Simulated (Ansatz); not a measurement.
Energy needed to pull apart AlBH₄O (SMILES B[O][AlH2]), closed shell, into free ground-state atoms, from the structure below (displaced at random from a GFN2-xTB minimum); no zero-point or spin–orbit terms; open-shell atoms are treated unrestricted, in their ground-state multiplicity.

```xyz
7
angstrom
B -1.3002 0.4240 -0.7416
O -0.2529 -0.0101 -0.1632
Al 1.3123 -0.5363 0.7592
H -1.7768 -0.2042 -1.6194
H -1.6953 1.6736 -0.4591
H 1.7919 0.3476 1.6844
H 1.8007 -1.7337 0.2620
```

Computed with Ansatz 0.2.0 (basis: def2-TZVPP); correlated methods freeze the cores.

```
    method  atomization energy (eV)
    PBE-D4                        ?
 r2SCAN-D4                        ?
   PBE0-D4                    22.84
r2SCANh-D4                    23.14
r2SCAN0-D4                    22.94
   wB97M-V                    23.36
        HF                    17.61
       MP2                    23.03
      CCSD                    22.37
   CCSD(T)                    22.61
```

What does PBE-D4 give? (An estimate is asked for; the value comes from the calculation.)

By the calculation: 23.12 eV, which is about 0.50 eV more than CCSD(T)/def2-TZVPP.

What does r2SCAN-D4 give? (An estimate is asked for; the value comes from the calculation.)

By the calculation: 23.28 eV, which is about 0.67 eV more than CCSD(T)/def2-TZVPP.

In triple zeta the MP2 and coupled-cluster atomization energies are still short of their basis limit by a few kcal/mol a bond, whereas those of the functionals are nearly converged, so these differences are not deviations from converged CCSD(T).

No T1 diagnostic of these runs exceeds 0.013.

For scale, one of the runs: CCSD(T)/def2-TZVPP forces, 160 basis functions (an equivalent command: `ansatz run in.yaml --threads 4`). Time: 32 s of wall clock on 4 CPU threads; the host was shared. Peak host memory: 2.2 GiB.
